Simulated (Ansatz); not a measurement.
A trace of molecular dynamics of BH₂O₂ (5 atoms, charge 1, multiplicity 1).

The calculation used RKS PBE/def2-SVP in Ansatz.

```yaml
ensemble: NVT, Nosé–Hoover chain
set_temperature: 400 K
thermostat: time constant 300 fs, chain length 1
seed: 229790
```

```tsv
time (fs)	T (K)	potential energy less start (eV)	conserved less start (meV/atom)
0.0	400	0.000	0.00
8.0	385	0.005	-0.09
16.0	292	0.043	0.17
24.0	230	0.067	0.22
32.0	346	0.021	0.04
40.0	388	0.005	0.01
48.0	275	0.049	0.08
56.0	144	0.101	0.20
64.0	149	0.100	0.30
72.0	234	0.067	0.20
80.0	357	0.018	-0.04
88.0	340	0.025	-0.04
96.0	197	0.083	0.29
104.0	129	0.110	0.33
112.0	175	0.092	0.05
120.0	257	0.060	0.08
128.0	251	0.064	0.23
136.0	217	0.078	0.29
144.0	214	0.080	0.22
152.0	323	0.037	0.03
160.0	314	0.042	-0.03
168.0	212	0.083	0.26
176.0	203	0.088	0.35
184.0	335	0.037	0.04
192.0	322	0.043	0.05
200.0	287	0.058	0.23
```

Is this trajectory sound?

The conserved energy stayed within 0.38 meV per atom of its start (net change 0.23 meV per atom), so the integration is sound. The mean temperature of the second half is 20 % below the set value. A run of 0.2 ps of so small a system gives no equilibrium averages. Limits of this set-up: the dipole of an ion depends on the origin. The time step was 0.5 fs.

Time of the run: 4.6 min on 1 thread of Arm Neoverse V1, with other jobs on the host, peak memory 0.09 GiB.
